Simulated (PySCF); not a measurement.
## Property card for `[H][Al]([H])[H]`

Species: AlH3.
Cartesian coordinates in Å at the PBE0-D3(BJ)/def2-SVP level; atoms count from 1:
```
atom  x, y, z in Å
Al1    0.000    0.000    0.000
H2     1.590   -0.032    0.015
H3    -0.767    1.393   -0.020
H4    -0.823   -1.361    0.005
```

PBE0-D3(BJ)/def2-SVP geometry optimisation, gas phase (PySCF):

* Point group: D3h
* Rotational constants A, B, C: 132.181, 132.145, 66.081 GHz

From wB97X-D/def2-SVPD ground state, ΔSCF and vertical TDDFT (core frozen in the response) (PySCF):

* Dipole moment: 0.00 D
* HOMO energy: -10.49 eV
* LUMO energy: -0.03 eV
* HOMO–LUMO gap: 10.46 eV
* Lowest singlet excitation: 5.37 eV (231 nm, f = 0.000 summed over 2 states within 0.01 eV)
* Lowest triplet excitation (Tamm–Dancoff): 5.01 eV
* Static isotropic polarisability: 32.6 au
* Vertical ionisation energy: 11.31 eV
* Electronic spatial extent ⟨r²⟩ about the centre of nuclear charge: 63 bohr²

**B3LYP/pcSseg-1 (pcSseg-2 on Al) ground state and GIAO shieldings, non-relativistic (PySCF)**

* 1H chemical shifts (computed TMS as zero) by class: 5.38 (H2/H3/H4) ppm
* Isotropic shieldings of nuclei other than C and H, by class: 267 (Al1) ppm

**delta-SCF UKS SCAN, pcX-2 on the ionised atom, pcseg-1 elsewhere, spin-free X2C (PySCF)**

- Core binding energies: Al1s 1567.6 (Al1) eV

Monoisotopic mass (most abundant isotopes): 30.0050 u.

The rotational constants are those of an oblate symmetric top; the small spread among constants that symmetry makes equal is optimisation noise. The vertical singlet–triplet gap S1 − T1 is 0.36 eV (TDDFT singlet less Tamm–Dancoff triplet). The principal polarisabilities are 28.5, 34.7 and 34.7 au; their mean is the isotropic value. The polarisability is 4.83 Å³ as a volume (1 au = 0.148185 Å³), or 2.04 au for each of the 16 electrons.

